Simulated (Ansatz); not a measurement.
A nudged elastic band was laid between two geometries of BClH₂O (5 atoms, charge 0, multiplicity 1).

All numbers below come from RKS PBE-D4/def2-mTZVP (Ansatz).

| Item | Value |
| --- | --- |
| movable images | 5 |
| climbing image | yes |
| spring | 5.0 eV/Å² |
| optimiser | quadratic models (default) |
| start path | through a guess of the saddle point |
| force threshold | 0.03 eV/Å |
| iteration limit | 60 |
| end points | relaxed |

Initial state:

```xyz
5
Properties=species:S:1:pos:R:3
B 0.191 -0.118 0.235
H -0.064 -0.103 1.406
Cl 1.866 0.128 -0.278
O -0.743 -0.314 -0.728
H -1.635 -0.440 -0.354
```

Final state:

```xyz
5
Properties=species:S:1:pos:R:3
B -0.514 -0.242 0.178
H 1.344 0.082 0.530
Cl 2.679 0.314 0.704
O -1.757 -0.462 -0.117
H -2.137 -0.539 -1.014
```

**Question.** Which bonds break or form, and what moves?

**Answer.** Bonds broken: B1–H2, B1–Cl3. Bonds formed: H2–Cl3. BClH2O becomes BHO + ClH.

**Question.** Give the energies along the band, and the barrier.

**Answer.** It converged. The highest image is number 3 of 0 to 6, 325.7 kJ/mol above the first end and 3.2 kJ/mol above the last; the last end lies 322.5 kJ/mol above the first. Neighbouring images differ by up to 2.0 eV, so the band resolves the path poorly. A vibrational analysis at the climbing image gives one clearly imaginary mode, 156i cm⁻¹: a first-order saddle point. The orbitals stay closed-shell, which can raise the energy where a bond breaks towards radicals; this wasn't checked here.

```tsv
image	path coordinate (Å)	energy (kJ/mol)	B1–H2 (Å)	B1–Cl3 (Å)	H2–Cl3 (Å)
0	0.00	0.0	1.20	1.77	2.57
1	0.55	86.8	1.16	1.94	2.22
2	1.11	282.2	1.17	2.41	1.95
3	1.66	325.7	1.37	2.78	1.60
4	2.22	324.6	1.67	3.05	1.42
5	2.79	323.4	1.87	3.23	1.37
6	3.35	322.5	1.92	3.28	1.37
```

**Question.** What is the geometry of the highest image?

**Answer.** 
```xyz
5
Properties=species:S:1:pos:R:3
B -0.457 -0.123 0.449
H 0.820 0.100 0.900
Cl 2.313 0.126 0.336
O -1.046 -0.422 -0.669
H -2.015 -0.528 -0.735
```

Time of the run: 81 s on 1 thread of Intel(R) Xeon(R) 6975P-C (Granite Rapids) (shared host), peak memory 0.12 GiB.
